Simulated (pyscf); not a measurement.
H₂N–SiH(NH₂)–Cl + H• -> H₂N–Si•(NH₂)–Cl + H₂ (hydrogen abstraction; doublet surface; H–Si broken, H–H formed). Optimised with ωB97X-D3(BJ)/def2-SVP in PySCF. Rate constants from transition-state theory, ωB97M-D3(BJ)/def2-TZVP energies (ideal gas, 1 atm, RRHO with modes under 100 cm⁻¹ raised to 100, one conformer, R ln 2 for rigid chiral ones; no tunnelling), k in cm³ molecule⁻¹ s⁻¹.

```
T (K)  1000/T  log10 k
-----  ------  -------
298     3.354   -13.56
600     1.667   -11.82
900     1.111        ?
1200    0.833   -10.67
```

Task: Fit an Arrhenius line to the three values, give the activation energy, and predict k at 900 K.

Result: Least squares gives log10 k = -9.81 − 1.13 × 1000/T, so Ea = 1.13 × ln 10 × 1.987 = 5.2 kcal/mol, against an electronic barrier of 4.9. At 900 K the line gives -11.07; the computed value is -11.10 (ΔG‡ = 22.5 kcal/mol), close to the line. This is the saddle that the search found; another between the same sides may lie lower. The angle at the transferred H is 174°.
